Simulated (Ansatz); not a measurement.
# H2O2, singlet: energies of several shapes or isomers

Calculated in Ansatz's Gaussian-basis code. Basis cc-pVTZ, nonrelativistic, 2 orbitals frozen in the corrections; active space CAS(2,2). Restricted Hartree–Fock, then the lowest state-specific CASSCF solution met for each case. On stretched bonds single-reference methods can fail or change state. Unlike active orbitals can shift such differences by tenths of an eV, at times by over 1 eV.

Case A:

```tsv
atom	x (Å)	y (Å)	z (Å)
O	0.0000	0.7375	-0.0528
O	0.0000	-0.7375	-0.0528
H	0.8190	0.8170	0.4220
H	-0.8190	-0.8170	0.4220
```

Case B:

```xyz
4

O     0.0000    0.1072    0.7341
O     0.0000    0.1072   -0.7341
H     0.0000   -0.8573    0.8808
H     0.0000   -0.8573   -0.8808
```

Case C:

```xyz
4

O    -0.0528    0.1189   -0.7244
O    -0.0528   -0.1189    0.7244
H     0.4220   -0.6857   -1.0052
H     0.4220    0.6857    1.0052
```

Energy less that of case A, in eV:

| case | RHF/ROHF | CASSCF |
| --- | --- | --- |
| B | +0.384 | +0.417 |
| C | -0.017 | +0.008 |

Problem. What does SC-NEVPT2 give for these differences?

Solution. B: +0.350 eV (8.1 kcal/mol); C: -0.034 eV (-0.8 kcal/mol).
